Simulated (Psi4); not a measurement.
# PBE/cc-pVDZ (density fitting, sweep point 6) run of Si2PH7 (SMILES [SiH3]P[SiH3])

We compute energy and forces of Si2PH7. 

Program for the calculation: Psi4 1.11.

5 further runs of the same task are left out: 1 that didn't finish, 4 set aside as unsound or not needed.

## (1) Starting point

Si2PH7: 10 atoms, total charge 0, spin state singlet. SMILES: `[SiH3]P[SiH3]`. The shape is that of a PBE0-D4/def2-TZVP optimisation.

Bond lengths: Si1–P2 2.250 Å, P2–Si3 2.250 Å, Si1–H4 1.486 Å, Si1–H5 1.487 Å, Si1–H6 1.486 Å, P2–H7 1.422 Å, Si3–H8 1.486 Å, Si3–H9 1.486 Å, Si3–H10 1.487 Å. Some angles: Si1–P2–Si3 95.8°, Si1–P2–H7 94.6°, Si3–P2–H7 94.6°, P2–Si1–H4 108.7°, P2–Si1–H5 113.6°, P2–Si1–H6 107.4°, P2–Si3–H8 108.7°, P2–Si3–H9 107.4°, P2–Si3–H10 113.6°, H4–Si1–H5 109.0°.

## (2) Energy and forces at PBE/cc-pVDZ (density fitting, sweep point 6)

File input.dat:

```
memory 1.6 GB

molecule geom {
  0 1
  Si    -1.293600     0.739000    -0.772200
  P     -0.480900    -1.286900    -0.226900
  Si     1.218600    -0.517700     1.031000
  H     -2.304600     0.574000    -1.848800
  H     -0.250300     1.695000    -1.230100
  H     -1.956000     1.292600     0.437500
  H      0.301300    -1.417200    -1.407700
  H      2.134200    -1.647000     1.338800
  H      0.636600    -0.003100     2.298000
  H      1.994800     0.571500     0.380300
  symmetry c1
}

set basis cc-pVDZ
set scf_type df
set diis_max_vecs 4

energy_value = gradient("pbe")
print_variables()
```

Launch:

```bash
$ psi4 -n 1 input.dat output.dat
```

What values should one expect? Wanted: total energy; dipole moment; HOMO energy; LUMO energy; HOMO–LUMO gap; largest force on an atom.

Computed results:

Level: PBE/cc-pVDZ (density fitting, sweep point 6).

```
                quantity          value
            total energy  -924.05614 Eh
           dipole moment         0.65 D
             HOMO energy       -6.34 eV
             LUMO energy       -0.55 eV
           HOMO–LUMO gap        5.79 eV
largest force on an atom     0.736 eV/Å
```

What this shows: The largest force is 0.74 eV/Å: the shape isn't a stationary point for this species at this level.
